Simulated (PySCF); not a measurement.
Isomers of C4H5N.

All values: B3LYP/def2-SVPD (PySCF) at PBE0-D3(BJ)/def2-SVP geometries, gas phase, one conformer each. Core orbitals are frozen in the response; Δα² is half the sum of the squared differences of the principal polarisabilities.

**Question.** Rank by HOMO–LUMO gap, lowest first.
A. `C1=CNC=C1`
B. `C#C/C=N/C`
C. `C/C=C\C#N`

**Answer.** B (5.84 eV), C (6.11 eV), A (6.44 eV).

**Question.** Rank by HOMO energy, highest first.
A. `C#C/C=N/C`
B. `c1cc[nH]c1`
C. `C/C=C\C#N`

**Answer.** B (-5.94 eV), A (-7.45 eV), C (-7.77 eV).

**Question.** Rank by polarisability anisotropy Δα, highest first.
A. `C#C/C=N/C`
B. `C/C=C\C#N`
C. `C1=CNC=C1`
D. `C/C=C/C#N`

**Answer.** A (8.15 Å³), D (6.58 Å³), B (4.94 Å³), C (3.75 Å³).

All values together:

```csv
SMILES,μ (D),HOMO (eV),LUMO (eV),α (Å³),Δα (Å³),ΔSCF removal energy (eV)
c1cc[nH]c1,1.89,-5.94,0.50,7.82,3.75,8.29
C/C=C\C#N,4.31,-7.77,-1.66,8.12,4.94,10.11
C/C=C/C#N,4.82,-7.76,-1.65,8.36,6.58,10.09
C#C/C=N/C,1.42,-7.45,-1.61,9.01,8.15,9.77
```
